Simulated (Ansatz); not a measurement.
## C2H2NO2, SMILES NC(=O)[C]=O: vertical spin-state energies, step by step

Computed with Ansatz 0.2.0, Python API.

Input file `c2h2no2.xyz`:
```text
7

N    -0.89820   -0.30640    0.11980
C     0.19900    0.60860    0.11810
O     0.01730    1.80100    0.47780
C     1.53890    0.18400   -0.29650
O     1.76260   -0.99950   -0.66340
H    -0.77300   -1.30040   -0.17420
H    -1.84660    0.01270    0.41830
```

Notebook, run cell by cell (the value of a cell's last expression is shown):

In [1]:
```python
import ansatz as az
```

In [2]:
```python
geometry = az.Crystal.molecule_from_extxyz('c2h2no2.xyz')
```

In [3]:
```python
calculation = (
    geometry.calculation()
    .basis(gaussian='def2-TZVP')
    .functional('r2scan', dispersion='d4')
)
found = {}
for unpaired in [1, 3]:
    r = calculation.spin('collinear', total=unpaired).run().report
    s = unpaired / 2
    found[unpaired] = r['free_energy_ev']
    print(f'2S+1 = {unpaired + 1}: E = {found[unpaired]:.5f} eV, <S^2> = {abs(r["mean_field"]["state"]["spin_squared"]):.3f} (pure state {s * (s + 1):.2f})')
lowest = min(found, key=found.get)
for unpaired, e in found.items():
    print(f'multiplicity {unpaired + 1}: {(e - found[lowest]):.3f} eV above the lowest')
```
```text
2S+1 = 2: E = -7687.54990 eV, <S^2> = 0.755 (pure state 0.75)
2S+1 = 4: E = -7684.90913 eV, <S^2> = 3.764 (pure state 3.75)
multiplicity 2: 0.000 eV above the lowest
multiplicity 4: 2.641 eV above the lowest
```

In order: multiplicity 2 (+0.00 eV) and multiplicity 4 (+2.64 eV), all at the one geometry.

Reading the output:
- Total energies depend on the basis set; only differences at equal settings carry meaning.
- The geometry is a force-field or estimated start, not a minimum of this method, and the basis set is short of its limit. All parts are taken at fixed geometry, without zero-point energy.
- The species is open-shell (spin multiplicity 2).
- It ran for 24 s on 1 thread of Intel(R) Xeon(R) 6975P-C (Granite Rapids), on a shared host, peak memory 0.48 GiB.
